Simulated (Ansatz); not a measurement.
# CH4O3S: basis-set convergence

One table from this session's results is given with a row withheld; the runs are named, their logs left out.

Program: Ansatz 0.2.0, Gaussian basis. Level of theory: one geometry, several basis sets. These are calculated values, not measurements.

Levels to be run: PBE0-D4/def2-SVP; ωB97M-V/def2-SVP; PBE0-D4/def2-QZVPP; ωB97M-V/def2-QZVPP; the functionals' def2-TZVPP values are taken from earlier runs.

### The geometry

An earlier PBE0-D4 in a triple-zeta def2 set relaxation fixed the geometry.

SMILES `CS(=O)(=O)O`, 9 atoms, charge 0, spin multiplicity 1.

Atoms are counted from 1 here; the program's logs count them from 0.

Bond lengths: C1–S2 1.760 Å, C1–H6 1.089 Å, C1–H7 1.090 Å, C1–H8 1.088 Å, S2–O3 1.430 Å, S2–O4 1.421 Å, S2–O5 1.596 Å, O5–H9 0.966 Å. Angles: S2–C1–H6 108.6°, S2–C1–H7 106.6°, S2–C1–H8 109.3°, H6–C1–H7 110.4°, H6–C1–H8 111.4°, H7–C1–H8 110.5°, C1–S2–O3 109.4°, C1–S2–O4 108.5°, C1–S2–O5 101.2°, O3–S2–O4 121.5°, O3–S2–O5 107.1°, O4–S2–O5 107.1°, S2–O5–H9 107.8°.

Coordinates:

```
atom    x (Å)    y (Å)    z (Å)
  C1  -0.7902  -0.3286  -0.6999
  S2   0.7344   0.0985   0.0688
  O3   1.3124  -1.0686   0.6598
  O4   1.4731   0.9238  -0.8220
  O5   0.2295   1.0296   1.2633
  H6  -1.2892   0.5863  -1.0142
  H7  -0.5414  -0.9418  -1.5657
  H8  -1.4012  -0.8921   0.0029
  H9   0.3611   0.5467   2.0898
```

The first run:

in.yaml

```yaml
crystal:
  periodic: [false, false, false]
  atoms:
    - {symbol: C, position_ang: [-0.790202, -0.328620, -0.699863]}
    - {symbol: S, position_ang: [0.734389, 0.098452, 0.068810]}
    - {symbol: O, position_ang: [1.312370, -1.068610, 0.659818]}
    - {symbol: O, position_ang: [1.473134, 0.923763, -0.822013]}
    - {symbol: O, position_ang: [0.229546, 1.029642, 1.263252]}
    - {symbol: H, position_ang: [-1.289249, 0.586325, -1.014215]}
    - {symbol: H, position_ang: [-0.541398, -0.941758, -1.565728]}
    - {symbol: H, position_ang: [-1.401207, -0.892070, 0.002862]}
    - {symbol: H, position_ang: [0.361117, 0.546677, 2.089779]}
basis:
  gaussian: {orbitals: def2-SVP}
hamiltonian: {xc: pbe0, dispersion: d4}
output: {orbitals: {seedname: orbitals}}
```

Steps of the session up to this table: PBE0-D4 in def2-SVP; ωB97M-V in def2-SVP; PBE0-D4 in def2-QZVPP; ωB97M-V in def2-QZVPP.

One table of the session follows, with a row left open; its other results are not shown here.

It belongs to the step «Density functionals: the series». 

| functional | basis | HOMO (eV) | LUMO (eV) |
| --- | --- | --- | --- |
| PBE0-D4 | def2-SVP | -8.85 | 1.18 |
| PBE0-D4 | def2-TZVPP | -9.15 | 0.54 |
| PBE0-D4 | def2-QZVPP | ? | ? |
| ωB97M-V | def2-SVP | -11.21 | 2.83 |
| ωB97M-V | def2-TZVPP | -11.55 | 1.98 |
| ωB97M-V | def2-QZVPP | -11.60 | 1.33 |

Q: Estimate the row for PBE0-D4, def2-QZVPP from the others.

**Answer.** HOMO (eV): -9.20; LUMO (eV): 0.14. In the column «HOMO (eV)» it lies between ωB97M-V, def2-SVP (-11.21) and PBE0-D4, def2-TZVPP (-9.15).
